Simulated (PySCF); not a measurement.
Building multiplets from coupling constants

Atoms are numbered as in `[CH2:1]=[CH:2][C:3](=[CH2:4])[CH3:5]`; H(Xn) means a hydrogen on atom n. Ha(C4) is cis to C2; Ha(C1) is cis to C3; Hb(C4) is trans to C2; Hb(C1) is trans to C3.

Level of theory: σ from GIAO-PBE0/pcSseg-1, structure optimised with PBE0-D3(BJ)/def2-SVP, J: B3LYP/pcJ-1 (without the spin–dipole term), in PySCF 2.14.0 with density-fitted response routines (one computed conformer, fast rotation and ring inversion assumed for equivalent nuclei, in vacuum, non-relativistic).

Scale: ¹³C (σref 184.41) and ¹H (σref 31.27) against TMS (reference shieldings calculated alike).

Spectrometer: 800 MHz for ¹H. First-order analysis; couplings under 1 Hz (under 4 Hz in carbon signals) are ignored, and nearly equal couplings are merged; the smaller ones broaden or split the lines further.

**Question.** What pattern does C4 show in the proton-coupled ¹³C spectrum?

**Answer.** A triplet of quartets of doublets at δ 126.0: 167.3 Hz to Hb(C4) and Ha(C4) (2 × ¹H, 1 bond away), 6.7 Hz to H(C5) (3 × ¹H, 3 bonds away), 5.6 Hz to H(C2) (1 × ¹H, 3 bonds away). Lines in Hz from the centre (relative intensity): +180.2 (1), +174.6 (1), +173.4 (3), +167.8 (3), +166.8 (3), +161.2 (3), +160.1 (1), +154.4 (1), +12.8 (2), +7.2 (2), +6.2 (6), +0.6 (6), -0.6 (6), -6.2 (6), -7.2 (2), -12.8 (2), -154.4 (1), -160.1 (1), -161.2 (3), -166.8 (3), -167.8 (3), -173.4 (3), -174.6 (1), -180.2 (1). The outer lines are 360.3 Hz apart, the sum of the couplings kept, or 1.791 ppm at this field.

**Question.** What pattern does Ha(C4) show (¹H)?

**Answer.** A doublet of quintets at δ 5.25: 2.2 Hz to Hb(C4) (1 × ¹H, 2 bonds away), 1.3 Hz to H(C5) and Hb(C1) (4 × ¹H, 4 or 5 bonds away). Lines in Hz from the centre (relative intensity): +3.7 (1), +2.4 (4), +1.5 (1), +1.1 (6), +0.2 (4), -0.2 (4), -1.1 (6), -1.5 (1), -2.4 (4), -3.7 (1). The outer lines are 7.4 Hz apart, the sum of the couplings kept, or 0.009 ppm at this field.

**Question.** What pattern does Ha(C1) show (¹H)?

**Answer.** A doublet of doublets at δ 5.35: 18.8 Hz to H(C2) (1 × ¹H, 3 bonds away), 1.0 Hz to Hb(C1) (1 × ¹H, 2 bonds away). Lines in Hz from the centre (relative intensity): +9.9 (1), +8.9 (1), -8.9 (1), -9.9 (1). The outer lines are 19.8 Hz apart, the sum of the couplings kept, or 0.025 ppm at this field.

**Question.** What pattern does H(C5) show (¹H)?

**Answer.** A triplet at δ 1.86: 1.7 Hz to Hb(C4) and Ha(C4) (2 × ¹H, 4 bonds away). Lines in Hz from the centre (relative intensity): +1.7 (1), +0.0 (2), -1.7 (1). The outer lines are 3.4 Hz apart, the sum of the couplings kept, or 0.004 ppm at this field.

Unscaled 3J(H,H) at this level run about 10 % above measured values.
